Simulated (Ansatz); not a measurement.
Born–Oppenheimer molecular dynamics of CH4Mg2 (7 atoms, charge 0, multiplicity 1). It starts from a relaxed structure.

Method: RKS BLYP-D4/def2-SVP in Ansatz.

| Property | Result |
| --- | --- |
| ensemble | NVE (velocity Verlet) |
| time step | 1 fs |
| steps asked | 150 |
| starting velocities drawn for | 300 K |
| masses | H 3.016 u |
| seed | 865070 |

First frame:

```xyz
7
Properties=species:S:1:pos:R:3
C -1.596 0.814 -0.189
Mg 0.285 -0.146 0.034
Mg 2.838 -1.447 0.337
H -1.813 1.066 -1.251
H -2.436 0.175 0.167
H -1.651 1.766 0.385
H 4.372 -2.227 0.518
```

How far do the bonds stretch over the last three quarters of this one trajectory? (Pairs bonded in most of those frames.)


```
   bond  mean (Å)  spread (Å)  shortest  longest
 C1–Mg2     2.110       0.039      2.05     2.17
  C1–H4     1.114       0.023      1.08     1.15
  C1–H5     1.113       0.008      1.10     1.13
  C1–H6     1.117       0.011      1.09     1.14
Mg2–Mg3     2.884       0.091      2.78     3.04
 Mg3–H7     1.739       0.071      1.63     1.84
```

Mean temperature of the second half: 150 K. The conserved energy stayed within 0.14 meV per atom of its start (net change 0.032 meV per atom), so the integration is sound. Over the second half the temperature averaged 0.50 of the 300 K drawn at the start: a run that starts near a minimum puts about half its kinetic energy into the potential. A run of 0.15 ps of so small a system gives no equilibrium averages.

The run took 3 min on 1 thread of Arm Neoverse V1 (shared host), peak memory 0.091 GiB.
